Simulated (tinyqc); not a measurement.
Inside a calculation. Method: ROHF in the sto-3g basis, for NH, spin multiplicity 3. This run ends on a higher stationary point, not on the lowest solution. One step of it, computed by the program tinyqc.

Task: Iteration 2: building the Fock matrix. J_ij = sum D_kl (ij|kl) with D = D(alpha) + D(beta), K_ij = sum D_kl (ik|jl) for each spin; F = H + J - K(s); E = tr D H + tr D J / 2 - 0.5 sum_s tr D(s) K(s) + E_nn.

D(alpha) after iteration 1, order 1N 1s, 1N 2s, 1N 2px, 1N 2py, 1N 2pz, 2H 1s:
$$\begin{pmatrix}
1.058980 & -0.251702 & 0.000000 & 0.000000 & -0.003254 & 0.022928 \\
-0.251702 & 1.075303 & 0.000000 & 0.000000 & 0.018749 & -0.132101 \\
0.000000 & 0.000000 & 0.762589 & 0.425496 & 0.000000 & 0.000000 \\
0.000000 & 0.000000 & 0.425496 & 0.237411 & 0.000000 & 0.000000 \\
-0.003254 & 0.018749 & 0.000000 & 0.000000 & 1.020887 & -0.147161 \\
0.022928 & -0.132101 & 0.000000 & 0.000000 & -0.147161 & 1.036851
\end{pmatrix}$$

D(beta) after iteration 1, order 1N 1s, 1N 2s, 1N 2px, 1N 2py, 1N 2pz, 2H 1s:
$$\begin{pmatrix}
1.058954 & -0.251666 & 0.000000 & 0.000000 & -0.008238 & 0.025041 \\
-0.251666 & 1.075254 & 0.000000 & 0.000000 & 0.025591 & -0.135002 \\
0.000000 & 0.000000 & 0.000000 & 0.000000 & 0.000000 & 0.000000 \\
0.000000 & 0.000000 & 0.000000 & 0.000000 & 0.000000 & 0.000000 \\
-0.008238 & 0.025591 & 0.000000 & 0.000000 & 0.077637 & 0.252722 \\
0.025041 & -0.135002 & 0.000000 & 0.000000 & 0.252722 & 0.867324
\end{pmatrix}$$

core Hamiltonian H = T + V (hartree), order 1N 1s, 1N 2s, 1N 2px, 1N 2py, 1N 2pz, 2H 1s:
$$\begin{pmatrix}
-24.473871 & -5.626859 & 0.000000 & 0.000000 & -0.004499 & -0.189335 \\
-5.626859 & -6.536022 & 0.000000 & 0.000000 & -0.057407 & -0.590319 \\
0.000000 & 0.000000 & -5.180165 & 0.000000 & 0.000000 & 0.000000 \\
0.000000 & 0.000000 & 0.000000 & -5.180165 & 0.000000 & 0.000000 \\
-0.004499 & -0.057407 & 0.000000 & 0.000000 & -5.205739 & -0.575780 \\
-0.189335 & -0.590319 & 0.000000 & 0.000000 & -0.575780 & -2.415976
\end{pmatrix}$$

Two-electron integrals (ij|kl) in chemists' order, unique and non-zero (hartree):
```
(11|11) 4.166630   (21|11) 0.640849   (21|21) 0.117461   (22|11) 0.969864
(22|21) 0.220936   (22|22) 0.708245   (31|31) 0.020960   (32|31) 0.032452
(32|32) 0.156449   (33|11) 0.967124   (33|21) 0.220977   (33|22) 0.708086
(33|33) 0.762805   (41|41) 0.020960   (42|41) 0.032452   (42|42) 0.156449
(43|43) 0.041119   (44|11) 0.967124   (44|21) 0.220977   (44|22) 0.708086
(44|33) 0.680568   (44|44) 0.762805   (51|51) 0.020960   (52|51) 0.032452
(52|52) 0.156449   (53|53) 0.041119   (54|54) 0.041119   (55|11) 0.967124
(55|21) 0.220977   (55|22) 0.708086   (55|33) 0.680568   (55|44) 0.680568
(55|55) 0.762805   (61|11) 0.021547   (61|21) 0.003922   (61|22) 0.007354
(61|33) 0.007340   (61|44) 0.007340   (61|51) 0.000200   (61|52) 0.000380
(61|55) 0.007382   (61|61) 0.000133   (62|11) 0.072783   (62|21) 0.016875
(62|22) 0.062744   (62|33) 0.061422   (62|44) 0.061422   (62|51) 0.001388
(62|52) 0.012129   (62|55) 0.065322   (62|61) 0.000580   (62|62) 0.008505
(63|31) 0.001436   (63|32) 0.009190   (63|53) 0.002283   (63|63) 0.000931
(64|41) 0.001436   (64|42) 0.009190   (64|54) 0.002283   (64|64) 0.000931
(65|11) 0.069929   (65|21) 0.016375   (65|22) 0.064648   (65|33) 0.062012
(65|44) 0.062012   (65|51) 0.002452   (65|52) 0.019575   (65|55) 0.069847
(65|61) 0.000577   (65|62) 0.010442   (65|65) 0.013536   (66|11) 0.278471
(66|21) 0.065443   (66|22) 0.277611   (66|33) 0.269720   (66|44) 0.269720
(66|51) 0.004462   (66|52) 0.055890   (66|55) 0.293259   (66|61) 0.002240
(66|62) 0.055256   (66|65) 0.076703   (66|66) 0.774606
```

nuclear repulsion = 1.95062690 hartree

Give: Coulomb J; exchange K(alpha); exchange K(beta); F(alpha); F(beta); total energy of this density.

Result:

Coulomb J (hartree), order 1N 1s, 1N 2s, 1N 2px, 1N 2py, 1N 2pz, 2H 1s:
$$\begin{pmatrix}
12.803 & 2.297 & 0.000 & 0.000 & 0.011 & 0.077 \\
2.297 & 5.350 & 0.000 & 0.000 & 0.117 & 0.509 \\
0.000 & 0.000 & 5.334 & 0.035 & 0.000 & 0.000 \\
0.000 & 0.000 & 0.035 & 5.291 & 0.000 & 0.000 \\
0.011 & 0.117 & 0.000 & 0.000 & 5.406 & 0.554 \\
0.077 & 0.509 & 0.000 & 0.000 & 0.554 & 3.180
\end{pmatrix}$$

exchange K(alpha) (hartree), order 1N 1s, 1N 2s, 1N 2px, 1N 2py, 1N 2pz, 2H 1s:
$$\begin{pmatrix}
4.258 & 0.707 & 0.000 & 0.000 & 0.000 & 0.025 \\
0.707 & 1.080 & 0.000 & 0.000 & 0.004 & 0.107 \\
0.000 & 0.000 & 0.805 & 0.307 & 0.000 & 0.000 \\
0.000 & 0.000 & 0.307 & 0.426 & 0.000 & 0.000 \\
0.000 & 0.004 & 0.000 & 0.000 & 0.982 & 0.114 \\
0.025 & 0.107 & 0.000 & 0.000 & 0.114 & 0.790
\end{pmatrix}$$

exchange K(beta) (hartree), order 1N 1s, 1N 2s, 1N 2px, 1N 2py, 1N 2pz, 2H 1s:
$$\begin{pmatrix}
4.218 & 0.645 & 0.000 & 0.000 & 0.001 & 0.023 \\
0.645 & 0.784 & 0.000 & 0.000 & 0.041 & 0.097 \\
0.000 & 0.000 & 0.177 & 0.000 & 0.000 & 0.000 \\
0.000 & 0.000 & 0.000 & 0.177 & 0.000 & 0.000 \\
0.001 & 0.041 & 0.000 & 0.000 & 0.275 & 0.156 \\
0.023 & 0.097 & 0.000 & 0.000 & 0.156 & 0.706
\end{pmatrix}$$

F(alpha) (hartree), order 1N 1s, 1N 2s, 1N 2px, 1N 2py, 1N 2pz, 2H 1s:
$$\begin{pmatrix}
-15.929 & -4.037 & 0.000 & 0.000 & 0.006 & -0.137 \\
-4.037 & -2.266 & 0.000 & 0.000 & 0.056 & -0.188 \\
0.000 & 0.000 & -0.652 & -0.272 & 0.000 & 0.000 \\
0.000 & 0.000 & -0.272 & -0.316 & 0.000 & 0.000 \\
0.006 & 0.056 & 0.000 & 0.000 & -0.782 & -0.135 \\
-0.137 & -0.188 & 0.000 & 0.000 & -0.135 & -0.027
\end{pmatrix}$$

F(beta) (hartree), order 1N 1s, 1N 2s, 1N 2px, 1N 2py, 1N 2pz, 2H 1s:
$$\begin{pmatrix}
-15.889 & -3.974 & 0.000 & 0.000 & 0.005 & -0.135 \\
-3.974 & -1.970 & 0.000 & 0.000 & 0.019 & -0.178 \\
0.000 & 0.000 & -0.023 & 0.035 & 0.000 & 0.000 \\
0.000 & 0.000 & 0.035 & -0.066 & 0.000 & 0.000 \\
0.005 & 0.019 & 0.000 & 0.000 & -0.075 & -0.177 \\
-0.135 & -0.178 & 0.000 & 0.000 & -0.177 & 0.057
\end{pmatrix}$$

total energy of this density = -53.70873 hartree
